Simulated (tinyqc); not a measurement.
Inside a calculation (part 2 of 2). Method: CCSD on RHF in the sto-6g basis, frozen core, for H3O+, spin multiplicity 1. Computed by tinyqc, a small Python program that keeps every step (integrals from PySCF). Command: `OMP_NUM_THREADS=1 python tinyqc.py 21466 21467 out.jsonl` (the two numbers bound the seeds that draw the settings). One thread of a shared host (Intel(R) Xeon(R) Processor @ 2.60GHz), about 0.6 s of CPU time with the checks.

Geometry (angstrom):
```
atom          x          y         z
O      0.000000   0.000000  0.314000
H      0.975000   0.000000  0.000000
H     -0.487000   0.844000  0.000000
H     -0.487000  -0.844000  0.000000
```

## Integrals over molecular orbitals

coefficients C:
```
              MO1        MO2        MO3        MO4        MO5        MO6        MO7        MO8
1O 1s    0.996674  -0.227895   0.000000  -0.000040  -0.056140  -0.141460  -0.000232   0.000000
1O 2s    0.015815   0.880454   0.000000   0.000245   0.296661   0.982224   0.001814   0.000000
1O 2px  -0.000002  -0.000092   0.000000   0.707632  -0.000190   0.001249  -0.892613   0.000000
1O 2py   0.000000   0.000000   0.707541   0.000000   0.000000   0.000000   0.000000   0.892967
1O 2pz  -0.001943  -0.107083   0.000000   0.000191   0.942279  -0.387312  -0.000704   0.000000
2H 1s   -0.002858   0.094252   0.000000   0.404743  -0.098237  -0.641845   0.953157   0.000000
3H 1s   -0.002862   0.094368   0.350476  -0.202305  -0.098160  -0.640178  -0.478056  -0.826533
4H 1s   -0.002862   0.094368  -0.350476  -0.202305  -0.098160  -0.640178  -0.478056   0.826533
```

core Hamiltonian H = T + V (hartree), lower triangle:
```
             1O 1s      1O 2s     1O 2px     1O 2py     1O 2pz      2H 1s      3H 1s      4H 1s
1O 1s   -33.481517
1O 2s    -7.405672  -9.694284
1O 2px    0.000008   0.000067  -8.043692
1O 2py    0.000000   0.000000   0.000000  -8.043889
1O 2pz    0.013203   0.150051  -0.000041   0.000000  -7.927955
2H 1s    -1.532115  -3.504690  -2.375628   0.000000   0.807394  -5.114198
3H 1s    -1.534045  -3.507867   1.188030  -2.058933   0.808352  -1.282049  -5.116114
4H 1s    -1.534045  -3.507867   1.188030   2.058933   0.808352  -1.282049  -1.282555  -5.116114
```

Given earlier and not repeated: Two-electron integrals (ij|kl) in chemists' order.

(pq|rs) = sum C_ip C_jq C_kr C_ls (ij|kl), one index at a time.

one-electron integrals over orbitals h = C^T H C (hartree), lower triangle:
```
            1          2          3          4          5          6          7          8
1  -33.468165
2    0.576184  -8.204245
3    0.000000   0.000000  -7.010929
4    0.000106  -0.000002   0.000000  -7.010576
5    0.136068  -0.185992   0.000000  -0.000273  -7.777181
6    0.359895  -1.457190   0.000000  -0.002944   0.606123  -5.114293
7    0.000599  -0.002464   0.000000   1.741858   0.000530   0.000455  -5.572903
8    0.000000   0.000000  -1.741797   0.000000   0.000000   0.000000   0.000000  -5.573441
```

Two-electron integrals over orbitals (pq|rs), unique and non-zero (hartree); the lowest 1 orbital is frozen and left out:
```
(22|22) 0.732807    (32|32) 0.137830    (33|22) 0.660099    (33|33) 0.662906
(42|22) -0.000052   (42|33) -0.032577   (42|42) 0.137788    (43|32) -0.032569
(43|43) 0.041137    (44|22) 0.660051    (44|33) 0.580563    (44|42) 0.032617
(44|44) 0.662886    (52|22) -0.015603   (52|33) 0.005315    (52|42) 1.86e-06
(52|44) 0.005316    (52|52) 0.139295    (53|32) 0.003369    (53|43) 0.005275
(53|53) 0.035907    (54|22) 0.000022    (54|33) 0.005295    (54|42) 0.003370
(54|44) -0.005255   (54|52) 0.000025    (54|54) 0.035910    (55|22) 0.734083
(55|33) 0.649073    (55|42) 0.000011    (55|44) 0.649061    (55|52) 0.078176
(55|54) 0.000049    (55|55) 0.867124    (62|22) 0.146391    (62|33) 0.100632
(62|42) 0.000090    (62|44) 0.100629    (62|52) -0.023354   (62|54) 0.000029
(62|55) 0.146801    (62|62) 0.082535    (63|32) -0.010547   (63|43) 0.024450
(63|53) 0.007414    (63|63) 0.052472    (64|22) 0.000291    (64|33) 0.024677
(64|42) -0.010600   (64|44) -0.024244   (64|52) 0.000051    (64|54) 0.007437
(64|55) 0.000318    (64|62) 0.000172    (64|64) 0.052604    (65|22) -0.071537
(65|33) -0.041096   (65|42) 0.000054    (65|44) -0.041057   (65|52) 0.040226
(65|54) 0.000033    (65|55) -0.062719   (65|62) -0.046794   (65|64) -0.000082
(65|65) 0.038054    (66|22) 0.530703    (66|33) 0.504126    (66|42) 0.000258
(66|44) 0.504335    (66|52) -0.050216   (66|54) -0.000042   (66|55) 0.500389
(66|62) 0.060853    (66|64) -0.000054   (66|65) -0.036197   (66|66) 0.479809
(72|22) 0.000255    (72|33) -0.010835   (72|42) -0.050040   (72|44) 0.011149
(72|52) -0.000015   (72|54) -0.016743   (72|55) 0.000256    (72|62) 0.000067
(72|64) -0.035437   (72|65) -0.000084   (72|66) 0.000082    (72|72) 0.052711
(73|32) -0.037350   (73|43) 0.004532    (73|53) 0.006060    (73|63) 0.025156
(73|73) 0.033140    (74|22) -0.163387   (74|33) -0.130113   (74|42) 0.037301
(74|44) -0.121150   (74|52) -0.034631   (74|54) -0.006065   (74|55) -0.189308
(74|62) -0.082036   (74|64) -0.025291   (74|65) 0.032044    (74|66) -0.041034
(74|72) 0.001269    (74|74) 0.147989    (75|22) -0.000058   (75|33) 0.011349
(75|42) -0.035428   (75|44) -0.011435   (75|52) 0.000079    (75|54) -0.021672
(75|55) -0.000041   (75|62) -0.000076   (75|64) 0.014446    (75|65) 0.000007
(75|66) -0.000126   (75|72) 0.009935    (75|74) -0.013269   (75|75) 0.030273
(76|22) 0.000010    (76|33) 0.041368    (76|42) -0.095598   (76|44) -0.041487
(76|52) -0.000070   (76|54) 0.014022    (76|55) -0.000063   (76|62) -0.000025
(76|64) 0.048696    (76|65) -0.000073   (76|66) -0.000318   (76|72) 0.002621
(76|74) -0.048985   (76|75) 0.029373    (76|76) 0.118081    (77|22) 0.577492
(77|33) 0.518577    (77|42) 0.031258    (77|44) 0.592176    (77|52) 0.002562
(77|54) -0.010553   (77|55) 0.570951    (77|62) 0.070054    (77|64) -0.040893
(77|65) -0.024212   (77|66) 0.485438    (77|72) 0.020695    (77|74) -0.063795
(77|75) -0.014254   (77|76) -0.060698   (77|77) 0.574241    (82|32) 0.050013
(82|43) 0.011011    (82|53) 0.016745    (82|63) 0.035438    (82|73) 0.001517
(82|82) 0.052716    (83|22) 0.163342    (83|33) 0.121121    (83|42) 0.037329
(83|44) 0.130147    (83|52) 0.034633    (83|54) -0.006027   (83|55) 0.189301
(83|62) 0.082046    (83|64) -0.024971   (83|65) -0.031997   (83|66) 0.041298
(83|72) 0.001595    (83|74) -0.083754   (83|75) -0.013338   (83|76) -0.049117
(83|77) 0.099219    (83|83) 0.148040    (84|32) 0.037341    (84|43) -0.004491
(84|53) -0.006040   (84|63) -0.025069   (84|73) -0.031288   (84|82) -0.001452
(84|84) 0.033063    (85|32) 0.035436    (85|43) -0.011371   (85|53) 0.021677
(85|63) -0.014410   (85|73) -0.013328   (85|82) 0.009937    (85|84) 0.013312
(85|85) 0.030276    (86|32) 0.095549    (86|43) -0.041283   (86|53) -0.013985
(86|63) -0.048465   (86|73) -0.049102   (86|82) 0.002662    (86|84) 0.049028
(86|85) 0.029325    (86|86) 0.117747    (87|32) 0.031695    (87|43) -0.036961
(87|53) -0.010607   (87|63) -0.041178   (87|73) -0.017994   (87|82) -0.020558
(87|84) 0.017924    (87|85) 0.014354    (87|86) 0.061003    (87|87) 0.049407
(88|22) 0.577606    (88|33) 0.592360    (88|42) -0.031530   (88|44) 0.518503
(88|52) 0.002578    (88|54) 0.010607    (88|55) 0.571045    (88|62) 0.070118
(88|64) 0.041295    (88|65) -0.024278   (88|66) 0.485132    (88|72) -0.020444
(88|74) -0.099352   (88|75) 0.014297    (88|76) 0.060935    (88|77) 0.476280
(88|83) 0.063673    (88|88) 0.574648
```

## CCSD: starting amplitudes

orbital energies (hartree): MO1 -21.108253, MO2 -1.761937, MO3 -1.068759, MO4 -1.068520, MO5 -0.904012, MO6 0.057495, MO7 0.222643, MO8 0.223144

t_ij^ab = <ij||ab> / (e_i + e_j - e_a - e_b), whose energy is MP2.

Starting amplitudes (spin orbitals 1a, 1b, ...; amplitudes related by a flip of all spins are not repeated; the 24 largest):
```
from      to          t
4a 4b  7a 7b  -0.057308
3a 3b  8a 8b  -0.057295
3a 4b  7b 8a  -0.032424
2a 4b  6a 7b   0.026373
2a 3b  6a 8b  -0.026370
4a 4b  6a 6b  -0.023358
3a 3b  6a 6b  -0.023295
2a 2b  6a 6b  -0.022682
3a 4a  7a 8a  -0.020311
5a 5b  6a 6b  -0.019789
2a 5b  6a 6b   0.016827
2a 4a  6a 7a   0.014981
2a 3a  6a 8a  -0.014980
4a 5b  6b 7a   0.014225
3a 5b  6b 8a  -0.014199
5a 5b  7a 7b  -0.013435
5a 5b  8a 8b  -0.013430
2a 2b  7a 7b  -0.013280
2a 2b  8a 8b  -0.013278
3a 3b  7a 7b  -0.012831
4a 4b  8a 8b  -0.012799
3a 4b  7a 8b   0.012113
2a 4b  6b 7a  -0.011393
2a 3b  6b 8a   0.011390
```

correlation energy = -0.05360344 hartree

## CCSD: amplitude update 1

t_i^a D_i^a and t_ij^ab D_ij^ab are set to the remaining terms of the spin-orbital equations, evaluated with the old amplitudes; for the doubles these are <ij||ab> + 1/2 <ab||ef> t_ij^ef + 1/2 <mn||ij> t_mn^ab + P(ij)P(ab) <mb||ej> t_im^ae + terms in t^2 + terms with t1, D the orbital-energy denominators.

Amplitudes after update 1 (spin orbitals 1a, 1b, ...; amplitudes related by a flip of all spins are not repeated; the 24 largest):
```
from      to          t
4a 4b  7a 7b  -0.070779
3a 3b  8a 8b  -0.070761
3a 4b  7b 8a  -0.037421
2a 4b  6a 7b   0.031377
2a 3b  6a 8b  -0.031371
4a 4b  6a 6b  -0.029938
3a 3b  6a 6b  -0.029850
2a 2b  6a 6b  -0.024558
5a 5b  6a 6b  -0.022917
2a 5b  6a 6b   0.021446
3a 4a  7a 8a  -0.019082
3a 4b  7a 8b   0.018339
2a 4b  6b 7a  -0.016968
2a 3b  6b 8a   0.016961
4a 5b  6b 7a   0.016681
3a 5b  6b 8a  -0.016646
3a 3b  7a 7b  -0.015099
4a 4b  8a 8b  -0.015056
5a 5b  7a 7b  -0.014846
5a 5b  8a 8b  -0.014841
2a 3a  6a 8a  -0.014410
2a 4a  6a 7a   0.014409
2a 2b  8a 8b  -0.014390
2a 2b  7a 7b  -0.014390
```

correlation energy = -0.06413904 hartree

## CCSD: convergence

E_corr = 1/4 sum <ij||ab> t_ij^ab + 1/2 sum <ij||ab> t_i^a t_j^b; stop when the norm of the change is below 1e-8.

Course of the amplitude iterations:
```
update  correlation energy (hartree)  norm of the change
0                        -0.05360344                   -
1                        -0.06413904            6.99e-02
2                        -0.06742699            2.67e-02
3                        -0.06861287            1.13e-02
4                        -0.06907517            5.09e-03
5                        -0.06926505            2.46e-03
6                        -0.06934642            1.25e-03
7                        -0.06938267            6.60e-04
8                        -0.06939943            3.58e-04
9                        -0.06940744            1.98e-04
10                       -0.06941140            1.10e-04
11                       -0.06941341            6.21e-05
12                       -0.06941445            3.51e-05
13                       -0.06941500            1.99e-05
14                       -0.06941530            1.13e-05
15                       -0.06941546            6.47e-06
16                       -0.06941555            3.70e-06
17                       -0.06941560            2.11e-06
18                       -0.06941562            1.21e-06
19                       -0.06941564            6.92e-07
20                       -0.06941565            3.96e-07
21                       -0.06941565            2.27e-07
22                       -0.06941565            1.30e-07
23                       -0.06941566            7.46e-08
24                       -0.06941566            4.27e-08
25                       -0.06941566            2.45e-08
26                       -0.06941566            1.40e-08
27                       -0.06941566            8.05e-09
```

Converged amplitudes (spin orbitals 1a, 1b, ...; amplitudes related by a flip of all spins are not repeated; the 24 largest):
```
from      to          t
4a 4b  7a 7b  -0.078459
3a 3b  8a 8b  -0.078433
3a 4b  7b 8a  -0.039332
4a 4b  6a 6b  -0.033250
2a 4b  6a 7b   0.033203
2a 3b  6a 8b  -0.033196
3a 3b  6a 6b  -0.033149
2a 2b  6a 6b  -0.026269
5a 5b  6a 6b  -0.025820
2a 5b  6a 6b   0.025060
3a 4b  7a 8b   0.023681
2a 4b  6b 7a  -0.020700
2a 3b  6b 8a   0.020689
4a 5b  6b 7a   0.019248
3a 5b  6b 8a  -0.019206
5a        6a   0.018133
4a 4b  6a 7b   0.016264
3a 3b  6a 7b  -0.016186
3a 4b  6a 8b   0.016117
3a 4b  6b 8a  -0.016084
3a 4a  7a 8a  -0.015651
3a 3b  7a 7b  -0.015531
5a 5b  7a 7b  -0.015520
5a 5b  8a 8b  -0.015514
```

CCSD total energy = -76.10836611 hartree

T1 diagnostic, norm of the one-spin t1 over sqrt(correlated electrons) = 0.008737

Converged in 27 updates.
